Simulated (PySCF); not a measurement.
Mayer bond orders and bond lengths

Species: C2H7PS2.
SMILES with atom numbers: `[CH3:1][S:2][CH2:3][PH2:4]=[S:5]` (hydrogens: H6, H7, H8 on C1; H9, H10 on C3; H11, H12 on P4)

Geometry (GFN2-xTB, Å), atoms numbered from 1 in this order:
```xyz
12
C2H7PS2 angstrom
C      1.8570    0.3634   -0.2460
S      0.8118    0.8704    1.1449
C     -0.4772   -0.3945    0.9471
P     -1.6014   -0.0334   -0.4707
S     -2.1459   -1.5628   -1.5012
H      2.6047    1.1367   -0.3865
H      2.3374   -0.5822   -0.0100
H      1.2471    0.2653   -1.1432
H     -1.0613   -0.4228    1.8690
H     -0.0127   -1.3730    0.7908
H     -2.6049    0.7303    0.1268
H     -0.9534    1.0019   -1.1470
```

Bond orders from the PBE0/pcSseg-1 density (PySCF). Geometry: GFN2-xTB, one conformer, isolated molecule. GFN2-xTB frequencies show an imaginary mode (31i cm⁻¹), so this geometry is no minimum at that level.

Task: Where do the orders between heavy atoms depart from those drawn in the SMILES?

Result: The largest departure is 0.384, at P4–S5 (drawn double, 1.616). Drawn single, order below 0.88: C3–P4 (0.839). Drawn double or triple, more than 0.30 short of the drawn order: P4–S5 (1.616).

Task: Set the Mayer orders of the bonds beside their lengths.

Result: 
```
  bond  drawn as  length (Å)  Mayer order
 C1–S2    single       1.812        0.987
 S2–C3    single       1.817        0.988
 C3–P4    single       1.845        0.839
 P4–S5    double       1.923        1.616
 C1–H6    single       1.085        0.958
 C1–H7    single       1.087        0.949
 C1–H8    single       1.089        0.945
 C3–H9    single       1.092        0.931
C3–H10    single       1.094        0.924
P4–H11    single       1.395        0.855
P4–H12    single       1.396        0.855
```

Task: Sum the orders of all bonds at each heavy atom with more than one neighbour and set the sums beside the valence in the SMILES.

Result: C1 3.839 (drawn 4), S2 1.975 (drawn 2), C3 3.682 (drawn 4), P4 4.165 (drawn 5). Orders between atoms that aren't bonded are not in these sums.

For a closed shell the Mayer order of atoms A and B is Σ (PS)μν (PS)νμ over the basis functions μ on A and ν on B, with P the density and S the overlap matrix.
